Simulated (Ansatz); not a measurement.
The input, for Ansatz 0.2.0:

```yaml
crystal:
  periodic: [false, false, false]
  atoms:
    - {symbol: B, position_ang: [0.000012, -0.289616, 0.856663]}
    - {symbol: O, position_ang: [-0.000018, -0.171632, -0.439229]}
    - {symbol: Si, position_ang: [0.000003, -0.114843, -2.099559]}
    - {symbol: H, position_ang: [0.000004, 0.576091, 1.682126]}
basis:
  gaussian: {orbitals: STO-3G}
magnetization: {spin_polarized: false, initial_magnetization: 4}
hamiltonian: {xc: hf}
accuracy: high
scf: {lower_state_search: off}
output: {orbitals: {seedname: orbitals}}
```

```sh
$ ansatz run in.yaml --threads 1 --pin off --events-out ev --progress --plain --max-ram 2393MiB
```

Output:

```
these checks for a lower state are left out or cut short: stability, starts, cluster_reference, orbital_swaps, neighbouring_geometries, increment
347 factors; integrals over basis functions are off by at most 2.8e-8 eV
mean field evaluation 1: about -10452.0844 eV, gradient 1.2e1 eV
mean field evaluation 2: about -10452.1590 eV, gradient 1.2e1 eV
mean field evaluation 4: about -10454.1821 eV, gradient 2.9e0 eV
mean field evaluation 8: about -10454.2251 eV, gradient 7.8e-5 eV
mean field -10454.22434199 eV, -384.1856584405 hartree, gradient 9.1e-9 eV, S^2 6.000000; 0 other end points of the search recorded, 0 dependent functions left out
reference -10454.22434199 eV, -384.1856584405 hartree; 16, 12 occupied and 4, 8 virtual orbitals, 347 factors
Total energy: -10454.22434199 eV, -384.1856584405 hartree
Checks for a lower state left out: stability, starts, cluster_reference, orbital_swaps, neighbouring_geometries, increment
```

Ran on 1 thread of Arm Neoverse N1, shared host: 0.18 s wall, 0.06 GiB peak host memory.
